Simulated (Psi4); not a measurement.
# U-wB97M-V/def2-TZVPP run of BNH3 (SMILES B[NH])

What is the vertical doublet–quartet gap of BNH3 at U-wB97M-V/def2-TZVPP? 

The results are computed with Psi4 1.11.

1 further run of the same task is left out (set aside as unsound or not needed).

**1. The structure to begin with**

BNH3 has 5 atoms, charge 0, and is taken as a doublet. As SMILES, `B[NH]`. Geometry: relaxed at PBE0-D4/def2-TZVP.

Bond lengths: B1–N2 1.329 Å, B1–H3 1.210 Å, B1–H4 1.204 Å, N2–H5 0.999 Å. Angles: B1–N2–H5 163.9°, N2–B1–H3 118.8°, N2–B1–H4 121.2°, H3–B1–H4 119.9°.

**2. A single-point energy at U-wB97M-V/def2-TZVPP**

Contents of bh3n.json:

```json
{
  "schema_name": "qcschema_input",
  "schema_version": 1,
  "molecule": {
    "schema_name": "qcschema_molecule",
    "schema_version": 2,
    "symbols": ["B", "N", "H", "H", "H"],
    "geometry": [-0.58732688, -0.69938764, -0.17309891, 1.00382252, 1.23814856, -0.03741658, -0.7838584, -2.09268271, 1.62988878, -1.82188496, -1.08300204, -2.04449469, 2.28354505, 2.49765102, 0.54669777],
    "molecular_charge": 0,
    "molecular_multiplicity": 2,
    "fix_symmetry": "c1"
  },
  "driver": "energy",
  "model": {
    "method": "wb97m-v",
    "basis": "def2-TZVPP"
  },
  "keywords": {
    "reference": "uks",
    "puream": true,
    "e_convergence": 1e-09,
    "d_convergence": 1e-08,
    "scf_type": "pk",
    "dft_radial_points": 99,
    "dft_spherical_points": 590,
    "maxiter": 200
  }
}
```

The run is started by

```sh
$ psi4 --qcschema bh3n.json -n 1 --memory 1600MB
```

stdout (excerpt; [...] marks lines left out):

```text
[...]
  Running in c1 symmetry.
[...]
  Nuclear repulsion =   27.148135794361355
[...]
  Multiplicity = 2
[...]
  Nalpha       = 8
  Nbeta        = 7
[...]
    Number of basis functions: 104
[...]
   @UKS iter   1:   -81.17655555422644   -6.72796e-01   5.59402e-03 ADIIS/DIIS
[...]
   @UKS iter  13:   -81.33784193687028   -9.18021e-12   4.82999e-09 DIIS
[...]
   @S^2 Observed:                7.577206334E-01
[...]
    Orbital Energies [Eh]
    ---------------------
    Alpha Occupied:
       1A    -14.534518     2A     -6.892667     3A     -0.986130
       4A     -0.685106     5A     -0.533100     6A     -0.509934
       7A     -0.427518     8A     -0.367814
    Alpha Virtual:
       9A      0.073274    10A      0.088399    11A      0.124852
      12A      0.138102    13A      0.153832    14A      0.212180
      15A      0.215180    16A      0.271867    17A      0.373288
      18A      0.412155    19A      0.455766    20A      0.462961
      21A      0.470485    22A      0.498794    23A      0.531396
      24A      0.586476    25A      0.594727    26A      0.652640
[...]
  @UKS Final Energy:   -81.33784193687028
   => Energetics <=
    Nuclear Repulsion Energy =             27.1481357943613553
    One-Electron Energy =                -162.4453831000921866
    Two-Electron Energy =                  62.2576096178099760
    DFT Exchange-Correlation Energy =      -8.3599527427048415
    Empirical Dispersion Energy =           0.0000000000000000
    VV10 Nonlocal Energy =                  0.0617484937554111
    Total Energy =                        -81.3378419368702765
[...]
 Multipole Moments:
 ------------------------------------------------------------------------------------
     Multipole            Electronic (a.u.)      Nuclear  (a.u.)        Total (a.u.)
 ------------------------------------------------------------------------------------
 L = 1.  Multiply by 2.5417464519 to convert [e a0] to [Debye]
 Dipole X            :          0.4940713           -0.1195010            0.3745703
 Dipole Y            :          0.6711752           -0.2989976            0.3721777
 Dipole Z            :         -0.0676296            0.2333867            0.1657571
 Magnitude           :                                                    0.5534388
[...]
```

The result, in JSON:

```text
{
 "driver": "energy",
 "model": {
  "method": "wb97m-v",
  "basis": "def2-TZVPP"
 },
 "success": true,
 "return_result": -81.33784193687028,
 "properties": {
  "calcinfo_nbasis": 104,
  "calcinfo_nmo": 104,
  "calcinfo_nalpha": 8,
  "calcinfo_nbeta": 7,
  "calcinfo_natom": 5,
  "nuclear_repulsion_energy": 27.148135794361355,
  "return_energy": -81.33784193687028,
  "scf_one_electron_energy": -162.4453831000922,
  "scf_two_electron_energy": 62.257609617809976,
  "scf_vv10_energy": 0.06174849375541109,
  "scf_xc_energy": -8.359952742704841,
  "scf_dipole_moment": [0.37457032014969305, 0.3721776608553089, 0.1657570636961282],
  "scf_total_energy": -81.33784193687028,
  "scf_iterations": 13
 }
}
```

It took 1.8 min on 1 thread of Intel Xeon Platinum 8375C at 2.90GHz (Ice Lake), shared host; peak memory 0.8 GiB.

**3. The quartet at the same level**

Contents of bh3n.xyz:

```xyz
5
BH3N
B     -0.310800    -0.370100    -0.091600
N      0.531200     0.655200    -0.019800
H     -0.414800    -1.107400     0.862500
H     -0.964100    -0.573100    -1.081900
H      1.208400     1.321700     0.289300
```

Contents of run.py:

```python
import numpy as np
from ase.calculators.psi4 import Psi4
from ase.io import read

mol = read('bh3n.xyz')
calc = Psi4(atoms=mol, method='wb97m-v', basis='def2-TZVPP', memory='1600MB', num_threads=1, charge=0, multiplicity=4, label='psi4-calc', reference='uks')
calc.psi4.set_options({'puream': True, 'e_convergence': 1e-09, 'd_convergence': 1e-08, 'scf_type': 'pk', 'dft_radial_points': 99, 'dft_spherical_points': 590, 'maxiter': 200})
mol.calc = calc

print(f'energy: {mol.get_potential_energy():.6f} eV')
```

The run is started by

```sh
$ python run.py
```

psi4-calc.dat (excerpt; [...] marks lines left out):

```text
[...]
  Running in c1 symmetry.
[...]
  Nuclear repulsion =   27.148135806541628
[...]
  Multiplicity = 4
[...]
  Nalpha       = 9
  Nbeta        = 6
[...]
    Number of basis functions: 104
[...]
   @UKS iter   1:   -81.03938375459701   -5.35625e-01   3.68391e-03 DIIS/ADIIS
[...]
   @UKS iter  12:   -81.11940881697507   -2.55653e-11   6.66166e-09 DIIS
[...]
   @S^2 Observed:                3.758990503E+00
[...]
    Orbital Energies [Eh]
    ---------------------
    Alpha Occupied:
       1A    -14.625731     2A     -6.871229     3A     -1.073685
       4A     -0.751506     5A     -0.560337     6A     -0.549214
       7A     -0.536014     8A     -0.398669     9A     -0.176003
    Alpha Virtual:
      10A      0.058611    11A      0.125847    12A      0.139849
      13A      0.153800    14A      0.201538    15A      0.212556
      16A      0.268376    17A      0.337047    18A      0.382741
      19A      0.408441    20A      0.438015    21A      0.453463
      22A      0.490122    23A      0.494471    24A      0.562839
      25A      0.563574    26A      0.632548    27A      0.702777
[...]
  @UKS Final Energy:   -81.11940881697507
   => Energetics <=
    Nuclear Repulsion Energy =             27.1481358065416281
    One-Electron Energy =                -161.7132340145950593
    Two-Electron Energy =                  61.7298775867892218
    DFT Exchange-Correlation Energy =      -8.3456927953311251
    Empirical Dispersion Energy =           0.0000000000000000
    VV10 Nonlocal Energy =                  0.0615045996202660
    Total Energy =                        -81.1194088169750671
[...]
 Multipole Moments:
 ------------------------------------------------------------------------------------
     Multipole            Electronic (a.u.)      Nuclear  (a.u.)        Total (a.u.)
 ------------------------------------------------------------------------------------
 L = 1.  Multiply by 2.5417464519 to convert [e a0] to [Debye]
 Dipole X            :          1.1127840           -0.1195010            0.9932830
 Dipole Y            :          1.3973601           -0.2989976            1.0983625
 Dipole Z            :          0.0272819            0.2333867            0.2606686
 Magnitude           :                                                    1.5036487
[...]
```

On the terminal:

```text
energy: -2207.371547 eV
```

It took 1.7 min on 1 thread of Intel Xeon Platinum 8375C at 2.90GHz (Ice Lake), shared host; peak memory 0.82 GiB.

**4. Outcome**

At U-wB97M-V/def2-TZVPP:

```
                                        quantity         value
                           doublet: total energy  -81.33784 Eh
                          doublet: dipole moment        1.41 D
     doublet: HOMO energy (highest over α and β)     -10.01 eV
      doublet: LUMO energy (lowest over α and β)      -1.05 eV
                                   doublet: ⟨S²⟩         0.758
                           quartet: total energy  -81.11941 Eh
                          quartet: dipole moment        3.82 D
     quartet: HOMO energy (highest over α and β)      -4.79 eV
      quartet: LUMO energy (lowest over α and β)      -3.36 eV
                                   quartet: ⟨S²⟩         3.759
vertical energy of the quartet above the doublet      5.944 eV
```

What this shows: At this shape the quartet lies 5.94 eV (137 kcal/mol) above the doublet.
